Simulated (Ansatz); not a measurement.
# BH5OSi: the cost of one run

Program: Ansatz 0.2.0. Level of theory: RKS PBE0-D4/cc-pVDZ. These are calculated values, not measurements.

## 1. Starting point

Bond lengths: O1–B2 1.405 Å, B2–Si3 1.918 Å, O1–H4 0.964 Å, B2–H5 1.191 Å, Si3–H6 1.475 Å, Si3–H7 1.529 Å, Si3–H8 1.436 Å. Angles: O1–B2–Si3 118.0°, O1–B2–H5 121.5°, Si3–B2–H5 120.6°, B2–O1–H4 104.4°, B2–Si3–H6 109.9°, B2–Si3–H7 109.4°, B2–Si3–H8 111.3°, H6–Si3–H7 107.4°, H6–Si3–H8 111.5°, H7–Si3–H8 107.1°.

As a file:

```xyz
8

O    -1.5780    0.8036   -0.5911
B    -0.1780    0.7458   -0.4923
Si    0.5881   -0.5918    0.6484
H    -1.7869    0.2617   -1.3608
H     0.5198    1.4832   -1.1142
H     0.1667   -0.3647    2.0432
H     2.1128   -0.4814    0.6071
H     0.2476   -1.9136    0.2039
```

## 2. End point A

File input.yaml:

```yaml
crystal:
  periodic: [false, false, false]
  atoms:
    - { symbol: O, position_ang: [-1.578, 0.8036, -0.5911] }
    - { symbol: B, position_ang: [-0.178, 0.7458, -0.4923] }
    - { symbol: Si, position_ang: [0.5881, -0.5918, 0.6484] }
    - { symbol: H, position_ang: [-1.7869, 0.2617, -1.3608] }
    - { symbol: H, position_ang: [0.5198, 1.4832, -1.1142] }
    - { symbol: H, position_ang: [0.1667, -0.3647, 2.0432] }
    - { symbol: H, position_ang: [2.1128, -0.4814, 0.6071] }
    - { symbol: H, position_ang: [0.2476, -1.9136, 0.2039] }
basis:
  gaussian: { orbitals: cc-pVDZ }
hamiltonian:
  xc: pbe0
  dispersion: d4
relax:
  f_tol: 0.015
  max_steps: 40
```

Command:

```
$ ansatz run input.yaml --threads 1 --pin off --max-ram 2048MiB --backend cpu --events-out ev --progress --plain --runs-dir out
```

What time and memory should one allow on 1 thread of Intel Xeon Platinum 8375C at 2.90GHz (Ice Lake), shared host?

About 21 s, with a peak of 0.15 GiB.
